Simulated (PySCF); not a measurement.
**From a log to its input**

A PySCF 2.14 run on the atoms Al 0 0 0; F 0 0 1.466 (angstrom) printed this (some set-up lines and the per-cycle HOMO/LUMO lines with their warnings removed):

```
PySCF version 2.14.0

[INPUT] verbose = 4
[INPUT] num. atoms = 2
[INPUT] num. electrons = 22
[INPUT] charge = 0
[INPUT] spin (= nelec alpha-beta = 2S) = 0
[INPUT] symmetry True subgroup None
[INPUT] Mole.unit = angstrom

nuclear repulsion = 42.2331061921146
point group symmetry = Coov
symmetry origin: [0.         0.         1.13332029]
symmetry axis x: [1. 0. 0.]
symmetry axis y: [0. 1. 0.]
symmetry axis z: [0. 0. 1.]
num. orbitals of irrep A1 = 18
num. orbitals of irrep E1x = 9
num. orbitals of irrep E1y = 9
num. orbitals of irrep E2x = 2
num. orbitals of irrep E2y = 2
number of shells = 18
number of NR pGTOs = 86
number of NR cGTOs = 40
basis = 6-31+g*
ecp = {}

******** <class 'pyscf.scf.hf_symm.SymAdaptedRHF'> ********
method = SymAdaptedRHF
initial guess = minao
damping factor = 0
level_shift factor = 0
DIIS = <class 'pyscf.scf.diis.CDIIS'>
diis_start_cycle = 1
diis_space = 8
diis_damp = 0
SCF conv_tol = 1e-09
SCF conv_tol_grad = None
SCF max_cycles = 50
direct_scf = True
direct_scf_tol = 1e-13
Freeze 0 electrons in irreps []
    22 free electrons in irreps A1 E1x E1y E2x E2y
Set gradient conv threshold to 3.16228e-05
Initial guess from minao.
init E= -341.396483051894
cycle= 1 E= -341.335786132097  delta_E= 0.0607  |g|= 0.49  |ddm|= 1.08
cycle= 2 E= -341.367373896014  delta_E= -0.0316  |g|= 0.33  |ddm|= 0.565
cycle= 3 E= -341.384047395805  delta_E= -0.0167  |g|= 0.0205  |ddm|= 0.161
cycle= 4 E= -341.384394210041  delta_E= -0.000347  |g|= 0.00439  |ddm|= 0.0652
cycle= 5 E= -341.384409140048  delta_E= -1.49e-05  |g|= 0.000747  |ddm|= 0.0119
cycle= 6 E= -341.384409584231  delta_E= -4.44e-07  |g|= 0.000129  |ddm|= 0.00327
cycle= 7 E= -341.384409599857  delta_E= -1.56e-08  |g|= 2.03e-05  |ddm|= 0.000871
cycle= 8 E= -341.384409600094  delta_E= -2.37e-10  |g|= 3.34e-06  |ddm|= 8.42e-05
Extra cycle  E= -341.384409600099  delta_E= -5.12e-12  |g|= 1.28e-06  |ddm|= 6.86e-06
converged SCF energy = -341.384409600099

******** <class 'pyscf.tdscf.rhf.TDHF'> for <class 'pyscf.scf.hf_symm.SymAdaptedRHF'> ********
nstates = 5 singlet
deg_eia_thresh = 1.000e-03
wfnsym = None
conv_tol = 1e-05
eigh lindep = 1e-12
eigh level_shift = 0
eigh max_cycle = 100

Excitation energies (eV)
[5.27942693 5.27942693 6.48772614 6.89411956 7.98128455]

** Singlet excitation energies and oscillator strengths **
Excited State   1:  E1x      5.27943 eV    234.84 nm  f=0.4816
      11 -> 12        0.68186
      11 -> 16        0.20115
Excited State   2:  E1y      5.27943 eV    234.84 nm  f=0.4816
      11 -> 13       -0.68186
      11 -> 17       -0.20115
Excited State   3:   A1      6.48773 eV    191.11 nm  f=0.4012
      11 -> 14       -0.57676
      11 -> 15        0.34096
      11 -> 18       -0.22605
Excited State   4:   A1      6.89412 eV    179.84 nm  f=0.0021
      11 -> 14        0.34905
      11 -> 15        0.61243
Excited State   5:  E1x      7.98128 eV    155.34 nm  f=0.0202
      11 -> 12       -0.19738
      11 -> 16        0.67419

** Transition electric dipole moments (AU) **
state          X           Y           Z        Dip. S.      Osc.
  1         1.9296      0.0000      0.0000      3.7234      0.4816
  2         0.0000     -1.9296      0.0000      3.7234      0.4816
  3         0.0000      0.0000     -1.5887      2.5240      0.4012
  4         0.0000      0.0000     -0.1119      0.0125      0.0021
  5         0.3216      0.0000      0.0000      0.1034      0.0202

** Transition velocity dipole moments (imaginary part, AU) **
state          X           Y           Z        Dip. S.      Osc.
  1         0.3728     -0.0000     -0.0000      0.1390      0.4776
  2        -0.0000     -0.3728     -0.0000      0.1390      0.4776
  3        -0.0000     -0.0000     -0.3740      0.1399      0.3911
  4        -0.0000     -0.0000     -0.0292      0.0009      0.0023
  5         0.0967     -0.0000     -0.0000      0.0094      0.0213

** Transition magnetic dipole moments (imaginary part, AU) **
state          X           Y           Z
  1        -0.0000      0.9912     -0.0000
  2         0.9912     -0.0000     -0.0000
  3        -0.0000     -0.0000     -0.0000
  4        -0.0000     -0.0000     -0.0000
  5        -0.0000      0.4573     -0.0000
Dipole moment(X, Y, Z, Debye):  0.00000,  0.00000, -0.33382
orbital energies (hartree): [-0.6668 -0.6668 -0.3234  0.0353  0.0353  0.0604]
```

Write the input that gave this log.

The input was:

```python
from pyscf import gto, scf, tdscf

mol = gto.M(
    atom='Al 0 0 0; F 0 0 1.466',
    basis='6-31+g*',
    charge=0,
    spin=0,
    symmetry=True,
    verbose=4,
)
mf = scf.RHF(mol)
mf.kernel()
td = tdscf.TDHF(mf)
td.nstates = 5
td.kernel()
td.analyze()
mf.dip_moment()
print('orbital energies (hartree):', mf.mo_energy[..., max(0, mol.nelec[1]-3):mol.nelec[0]+3].round(4))
```

With symmetry on the solver can miss roots, and labels of degenerate states are those of a subgroup. Stability towards an unrestricted solution was not tested. The bond length is a typed value, not an optimised one.
